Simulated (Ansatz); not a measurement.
Species: CH3O, charge 0, multiplicity 2. It need not be the lowest isomer of its formula. 
Coordinates optimised at B3LYP-D3(BJ)/def2-TZVP (Ansatz, a program for electronic structure):
```
C
O 1 1.3624
H 1 1.0992 2 113.34
H 1 1.0992 3 111.54 2 129.37
H 1 1.1083 3 106.28 4 115.42
```
Charge 0, spin multiplicity 2.

Basis-set convergence of Hartree-Fock and CCSD(T) correlation energies (hartree) with Ansatz. Valence correlation only, unless marked. Open shells are spin-unrestricted. No spin-orbit coupling. Non-relativistic.

| basis | functions | E(HF) | E(corr, CCSD(T)) |
|---|---|---|---|
| def2-SVPD | 67 | -114.33993 | -0.34134 |
| def2-TZVPPD | 128 | … | … |

Task: Some entries are withheld; supply them.

Result: 
- def2-TZVPPD, E(HF): -114.47155
- def2-TZVPPD, E(corr, CCSD(T)): -0.41038
